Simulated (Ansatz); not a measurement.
# B–B–SH, quartet: reading a ladder of total energies

Geometry: displaced at random from a stationary point.

```yaml
atoms:
  - { symbol: B, position_ang: [-0.0264, 0.0092, 2.3195] }
  - { symbol: B, position_ang: [-0.0273, -0.0018, 0.7866] }
  - { symbol: S, position_ang: [0.0207, -0.0411, -1.0098] }
  - { symbol: H, position_ang: [-0.0821, 1.2270, -1.1900] }
```

Basis cc-pVDZ; Ansatz 0.2.0. Correlated methods freeze the noble-gas cores, which leaves 13 electrons in 44 orbitals. Prefix R: restricted or restricted open-shell reference; prefix U: unrestricted.

Full CI isn't at hand for all of this; UCCSDT(Q) serves as the reference, and is uncertain by the last step of the cluster series or more.

UCCSD has a T1 diagnostic of 0.021 and a largest doubles amplitude of 0.07.

Runs differ by some tens of microhartree through their thresholds and, for an open shell, their frozen cores, so steps under 0.03 kcal/mol mean nothing.

| level | total energy (hartree) |
| --- | --- |
| UHF | -447.365325 |
| UMP2 | -447.596620 |
| UCCSD | -447.631607 |
| UCCSD(T) | -447.641240 |
| UCCSDT | -447.642660 |
| UCCSDT(Q) | -447.643352 |

What is the correlation energy at UCCSDT(Q), and what share of it do UMP2 and UCCSD(T) recover?

E(corr) = -447.643352 − (-447.365325) = -0.278027 hartree = -7.566 eV. UMP2: -0.231295 / -0.278027 = 83.19 %. UCCSD(T): -0.275915 / -0.278027 = 99.24 %.

By how many kcal/mol does UCCSD(T) miss UCCSDT(Q) (1 hartree = 627.509 kcal/mol), and which steps make up the rest?

-447.641240 − (-447.643352) = 0.002112 hartree = 1.33 kcal/mol. Steps: UCCSDT − UCCSD(T) = -0.89, UCCSDT(Q) − UCCSDT = -0.43 kcal/mol. Differences between like states or geometries often cancel part of this.
